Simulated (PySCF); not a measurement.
C3H2FN2 (charge -1).
SMILES with atom numbers: `[F:1][c:2]1[cH:3][cH:4][n:5][n-:6]1`

Probes without a nucleus sit at each ring's centroid and 1 Å off its mean plane on both sides; NICS is minus the shielding there, NICSzz its component along the normal. Level: GIAO PBE0/pcSseg-1 (PySCF, non-relativistic, gas phase) on the GFN2-xTB geometry, one conformer.

Ring bond lengths (Å), with Mayer bond orders in brackets: C2–C3 1.389 (1.38), C3–C4 1.394 (1.33), C4–N5 1.333 (1.52), N5–N6 1.343 (1.25), N6–C2 1.323 (1.56).

What do the NICS probes read (ppm)?

| ring | type | NICS(0) | NICS(1), two faces | NICS(1)zz, two faces | rms pucker (Å) | centre to ring atoms, mean (Å) |
| --- | --- | --- | --- | --- | --- | --- |
| C2–C3–C4–N5–N6 | 5-membered ring with 2 N; formal bonds all aromatic | -13.8 | -12.1 / -12.1 | -31.5 / -31.6 | 0.00 | 1.15 |

What can be read from them?

- C2–C3–C4–N5–N6: mean NICS(1)zz -31.5 ppm, shielded. For a flat ring without four-coordinate atoms the NICS criterion counts such a value as aromatic.

What does the geometric index give? Use HOMA with the parameters of Krygowski (1993).

- C2–C3–C4–N5–N6: HOMA 0.97; the largest term is that of N5–N6, α(R − Ropt)² = 0.15. The geometric and the magnetic index point the same way.

What is the mean of the two in-plane components of NICS at the second NICS(1) probe listed for ring C2–C3–C4–N5–N6, 1 Å off the ring?

The isotropic value is a third of the trace: (3 × -12.1 − (-31.6))/2 = -2.3 ppm.

Give the inner angles of the rings and the Hirshfeld charges of the ring atoms.

- C2–C3–C4–N5–N6: C2 112.9° (+0.021 e), C3 100.9° (-0.204 e), C4 111.0° (-0.119 e), N5 108.5° (-0.262 e), N6 106.7° (-0.277 e); sum 540.0° against 540° for a flat convex ring.

How shielded are the nuclei of the rings and their hydrogens (means over atoms taken as equivalent)?

```csv
atoms,environment,σ isotropic (ppm),"principal values of the symmetric part, first atom (ppm)"
C2,aromatic C–F carbon,10.3,"-61.8, 39.6, 52.9"
C3,aromatic CH carbon,107.5,"45.9, 110.5, 166.2"
C4,aromatic CH next to a ring nitrogen,52.4,"-45.2, 78.0, 124.5"
N5,ring nitrogen,-77.8,"-320.3, -99.2, 186.1"
N6,two-coordinate ring nitrogen,-60.4,"-270.6, -79.6, 169.2"
H on C3,aromatic hydrogen,26.70,"25.5, 26.8, 27.8"
H on C4,aromatic hydrogen,24.77,"23.2, 25.3, 25.9"
```
